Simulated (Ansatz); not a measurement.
# BSiNH+ (triplet): wave-function methods side by side, def2-TZVPP

An exercise on one series of results from a longer session: the logs are not shown, and one member is left open.

Program: Ansatz 0.2.0, Gaussian basis. Level of theory: def2-TZVPP, core rule «outside noble gas», up to 7 orbitals frozen. These are calculated values, not measurements.

The runs, in order: UHF; ROHF; CCSD(T) on UHF.

2 further runs of the same task are left out: 2 set aside as unsound or not needed.

## The system

The geometry is a PBE0/def2-TZVP stationary point (not a proven minimum) of the parent state, kept for this charge and spin.

4 atoms, charge 1, spin multiplicity 3.

Atoms are counted from 1 here; the program's logs count them from 0.

Bond lengths: N1–B2 1.246 Å, N1–H4 0.993 Å, B2–Si3 1.991 Å. Angles: B2–N1–H4 180.0°, N1–B2–Si3 180.0°.

Set-up of the first run:

The input, in.yaml:

```yaml
crystal:
  periodic: [false, false, false]
  atoms:
    - {symbol: N, position_ang: [0.000000, 0.000000, 0.872300]}
    - {symbol: B, position_ang: [0.000000, 0.000000, -0.373400]}
    - {symbol: Si, position_ang: [0.000000, 0.000000, -2.364200]}
    - {symbol: H, position_ang: [0.000000, 0.000000, 1.865300]}
basis:
  gaussian: {orbitals: def2-TZVPP}
total_charge: 1
magnetization: {spin_polarized: true, initial_magnetization: 2}
hamiltonian: {xc: hf}
output: {orbitals: {seedname: orbitals}}
```

On the command line:

```bash
> ansatz run in.yaml --threads 1 --pin off --events-out ev --progress --plain --max-ram 4096MiB --backend cpu
```

Steps of the session up to this table: UHF; ROHF; CCSD(T) on UHF.

One of the session's tables, all rows but one given; the rest of the session is left out.

It belongs to the step «Misses and costs». 

| method | from UCCSD(T) (kcal/mol) |
| --- | --- |
| ROHF | ? |
| UHF | +234.89 |
| UMP2 | +33.90 |
| UCCSD | +12.47 |
| UCCSD(T) | 0 |

**Question.** Estimate the row for ROHF.

The run gave: from UCCSD(T) (kcal/mol): +239.22. In the column «from UCCSD(T) (kcal/mol)» it is the highest.

Caveats from the session: Warnings: spin contamination; coupled cluster took another determinant than the lowest.
